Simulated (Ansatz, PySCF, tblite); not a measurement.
Potential energy curve for LiF, singlet.

Levels of theory: UHF/LANL2DZ = unrestricted Hartree-Fock/LANL2DZ run with PySCF; GFN2-xTB, 300 K electronic temperature (tblite); UKS-B3LYP/6-31G* = PySCF with unrestricted B3LYP/6-31G*, spherical d; FCI = full CI/def2-SVP, frozen core run with Ansatz (an electronic-structure program).

Energies relative to the lowest point of each curve near equilibrium, in kcal/mol; the last columns give the difference from FCI:

```tsv
R / Å	UHF/LANL2DZ	GFN2-xTB	UKS-B3LYP/6-31G*	FCI	UHF/LANL2DZ − FCI	GFN2-xTB − FCI	UKS-B3LYP/6-31G* − FCI
1.22	59.6	28.3	49.8	44.4	15.2	-16.0	5.5
1.31	28.8	11.4	21.9	19.6	9.3	-8.1	2.4
1.38	14.5	4.4	9.7	8.6	5.9	-4.2	1.1
1.49	3.0	0.1	1.0	0.9	2.1	-0.8	0.1
1.54	0.8	0.0	0.0	0.0	0.8	0.0	0.0
1.56	0.3	0.2	0.0	0.0	0.3	0.2	0.0
1.58	0.0	0.5	0.2	0.2	-0.2	0.3	0.0
1.66	0.4	2.6	2.2	2.1	-1.7	0.4	0.1
1.71	1.6	4.4	4.3	4.2	-2.6	0.3	0.1
1.81	5.5	8.9	9.7	9.5	-4.0	-0.6	0.2
1.93	11.8	15.0	17.3	17.1	-5.3	-2.0	0.2
2.10	21.8	24.0	28.8	28.7	-6.8	-4.6	0.2
2.37	38.2	37.6	47.0	46.7	-8.6	-9.2	0.3
2.60	51.1	48.2	61.4	60.7	-9.6	-12.5	0.6
2.77	60.0	55.6	71.1	70.1	-10.2	-14.5	0.9
3.15	77.2	70.0	89.0	88.3	-11.1	-18.3	0.7
3.47	89.2	—	98.5	100.8	-11.6	—	-2.3
3.81	99.7	—	105.1	110.9	-11.2	—	-5.8
4.25	110.5	—	110.6	118.2	-7.7	—	-7.6
4.61	117.5	—	113.6	120.4	-2.9	—	-6.8
5.41	129.5	—	117.8	121.7	7.8	—	-3.9
6.19	138.2	—	120.0	121.9	16.3	—	-1.9
```

UHF/LANL2DZ is furthest from FCI at 6.19 (16.3 kcal/mol, above); its mean absolute difference over the points is 6.9 kcal/mol.

GFN2-xTB is furthest from FCI at 3.15 (-18.3 kcal/mol, below); its mean absolute difference over the points is 5.8 kcal/mol.

UKS-B3LYP/6-31G* is furthest from FCI at 4.25 (-7.6 kcal/mol, below); its mean absolute difference over the points is 1.9 kcal/mol.

Dashes: no converged value, or the column stops at the first point that the program doubted or that broke a chosen test of continuity, which isn't proof of a fault.

The unrestricted determinant behind UKS-B3LYP/6-31G* is spin-contaminated at 3.15 to 6.19 Å (<S²> up to 0.7, against 0.00 for a pure singlet).
